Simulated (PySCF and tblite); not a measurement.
Results of a calculation; reference values are marked as such.
C₅H₁₂O, numbered as in [CH3:1][CH2:2][CH2:3][CH2:4][O:5][CH3:6]. Free energies: PBE0-D3(BJ)/pcSseg-1 on GFN2-xTB structures plus GFN2-xTB thermal terms, symmetry and mirror images included. Conformers within 3 kcal/mol (GFN2-xTB free energy) were kept, 10 at most. GIAO shieldings: PBE0/pcSseg-1. Shifts are against TMS (¹H), TMS (¹³C) at the same level. Codes: tblite and PySCF.

Torsions listed: C1–C2–C3–C4, C2–C3–C4–O5, C3–C4–O5–C6. Of a mirror pair one member is shown.

```json
{"conformer": "1", "shape": "178°, -66°, 178°", "point group": "C1", "mirror pair": "yes", "ΔE(DFT)": "0.00", "Δ(G−E) at 298.15 K": "0.00", "δ C4 (ppm)": "77.7"}
{"conformer": "2", "shape": "-73°, -65°, 179°", "point group": "C1", "mirror pair": "yes", "ΔE(DFT)": "0.44", "Δ(G−E) at 298.15 K": "0.06", "δ C4 (ppm)": "72.2"}
{"conformer": "3", "shape": "180°, 180°, 180°", "point group": "Cs", "mirror pair": "no", "ΔE(DFT)": "0.57", "Δ(G−E) at 298.15 K": "-0.13", "δ C4 (ppm)": "79.0"}
{"conformer": "4", "shape": "-178°, 59°, 72°", "point group": "C1", "mirror pair": "yes", "ΔE(DFT)": "0.85", "Δ(G−E) at 298.15 K": "0.21", "δ C4 (ppm)": "76.1"}
{"conformer": "5", "shape": "-72°, 77°, 179°", "point group": "C1", "mirror pair": "yes", "ΔE(DFT)": "1.05", "Δ(G−E) at 298.15 K": "0.09", "δ C4 (ppm)": "80.9"}
{"conformer": "6", "shape": "-67°, -174°, -179°", "point group": "C1", "mirror pair": "yes", "ΔE(DFT)": "1.15", "Δ(G−E) at 298.15 K": "-0.04", "δ C4 (ppm)": "77.6"}
{"conformer": "7", "shape": "-73°, -56°, -72°", "point group": "C1", "mirror pair": "yes", "ΔE(DFT)": "1.27", "Δ(G−E) at 298.15 K": "0.34", "δ C4 (ppm)": "70.6"}
{"conformer": "8", "shape": "179°, 172°, 72°", "point group": "C1", "mirror pair": "yes", "ΔE(DFT)": "1.64", "Δ(G−E) at 298.15 K": "0.06", "δ C4 (ppm)": "77.4"}
{"conformer": "9", "shape": "70°, -176°, -72°", "point group": "C1", "mirror pair": "yes", "ΔE(DFT)": "2.32", "Δ(G−E) at 298.15 K": "0.12", "δ C4 (ppm)": "75.6"}
{"conformer": "10", "shape": "-66°, -165°, -71°", "point group": "C1", "mirror pair": "yes", "ΔE(DFT)": "2.37", "Δ(G−E) at 298.15 K": "0.28", "δ C4 (ppm)": "76.4"}
```

Energies in kcal/mol; the thermal term leaves out symmetry numbers and mirror images.

Work out the weights at 298.15 K and the ¹³C shift of C4 under fast exchange.

RT = 0.592 kcal/mol. Each conformer gets RT ln(σ/g), with σ the rotational symmetry number and g = 2 for a mirror pair: 1: σ = 1, g = 2, G = 0.00 + 0.00 − 0.41 = -0.41, 0.00 above the lowest, exp(−ΔG/RT) = 1.000; 2: σ = 1, g = 2, G = 0.44 + 0.06 − 0.41 = 0.08, 0.49 above the lowest, exp(−ΔG/RT) = 0.435; 3: σ = 1, g = 1, G = 0.57 − 0.13 + 0.00 = 0.44, 0.85 above the lowest, exp(−ΔG/RT) = 0.238; 4: σ = 1, g = 2, G = 0.85 + 0.21 − 0.41 = 0.66, 1.07 above the lowest, exp(−ΔG/RT) = 0.165; 5: σ = 1, g = 2, G = 1.05 + 0.09 − 0.41 = 0.73, 1.14 above the lowest, exp(−ΔG/RT) = 0.146; 6: σ = 1, g = 2, G = 1.15 − 0.04 − 0.41 = 0.70, 1.11 above the lowest, exp(−ΔG/RT) = 0.153; 7: σ = 1, g = 2, G = 1.27 + 0.34 − 0.41 = 1.19, 1.60 above the lowest, exp(−ΔG/RT) = 0.067; 8: σ = 1, g = 2, G = 1.64 + 0.06 − 0.41 = 1.29, 1.70 above the lowest, exp(−ΔG/RT) = 0.057; 9: σ = 1, g = 2, G = 2.32 + 0.12 − 0.41 = 2.03, 2.45 above the lowest, exp(−ΔG/RT) = 0.016; 10: σ = 1, g = 2, G = 2.37 + 0.28 − 0.41 = 2.24, 2.65 above the lowest, exp(−ΔG/RT) = 0.011. The sum is 2.288, so the weights are 43.7, 19.0, 10.4, 7.2, 6.4, 6.7, 2.9, 2.5, 0.7, 0.5 %. The averaged shift is 76.6 ppm. At 298.15 K the leading conformer alone gives 77.7 ppm and bare DFT energies give 76.6 ppm.

For its torsions the set is small; conformers may be missing.
